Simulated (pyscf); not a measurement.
`[OH]` [doublet] + `[O]=[CH][OH]` → `[O]=[CH][OH]` + `[OH]` [doublet] (substitution at C; doublet surface; C–O broken, C–O formed). Single points on ωB97X-D3(BJ)/def2-SVP structures (PySCF, gas phase). Energies in kcal/mol from the separated reactants.

```tsv
level	barrier	reaction energy
ωB97X-D3(BJ)/def2-TZVP	24.9	0.0
PBE/def2-TZVP	(withheld)	0.0
B3LYP-D3(BJ)/def2-TZVP	21.1	0.0
PBE0-D3(BJ)/def2-TZVP	(withheld)	0.0
ωB97M-D3(BJ)/def2-TZVP	25.2	0.0
HF/def2-TZVP	61.3	0.0
```

Task: Complete the blanks.

Result: 
- PBE/def2-TZVP, barrier: 9.4
- PBE0-D3(BJ)/def2-TZVP, barrier: 20.3

The functionals in the table span 15.8 kcal/mol in this barrier, from PBE to ωB97M-D3(BJ)/def2-TZVP. On the reactant side the descent ends in a complex (not fully relaxed), 6.0 kcal/mol under the separated species and 30.9 kcal/mol under the saddle at ωB97X-D3(BJ)/def2-TZVP. On the product side the descent ends in a complex, 6.0 kcal/mol under the separated species and 30.9 kcal/mol under the saddle at ωB97X-D3(BJ)/def2-TZVP. The same reactants have a lower exit, to •O–CH=O + H₂O (barrier -0.9 kcal/mol at ωB97M-D3(BJ)/def2-TZVP, against +25.2 kcal/mol here). One saddle was located; it need not be the lowest between these sides. The angle at the attacked C is 80°: a side-on saddle, likely not the lowest. Left out: the spin-orbit lowering of OH.
